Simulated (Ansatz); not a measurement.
A calculation with Ansatz (development build ahead of 0.2.0).

```yaml
crystal:
  periodic: [false, false, false]
  atoms:
    - { symbol: O, position_ang: [0.0, 0.7716, -0.65802] }
    - { symbol: H, position_ang: [0.0, 1.46709, -0.1009] }
    - { symbol: Cl, position_ang: [0.0, -0.44941, 0.31559] }
basis:
  gaussian: { orbitals: "6-31G" }
hamiltonian:
  xc: hf
```

The input is written out in the form of the current development build from the run's settings.

Results

| Quantity | Value |
| --- | --- |
| Converged | yes |
| Total energy | -534.75462 hartree |
| Spin squared of the determinant | 0.000 |

Caution: no unrestricted run beside it, a lower state can exist.
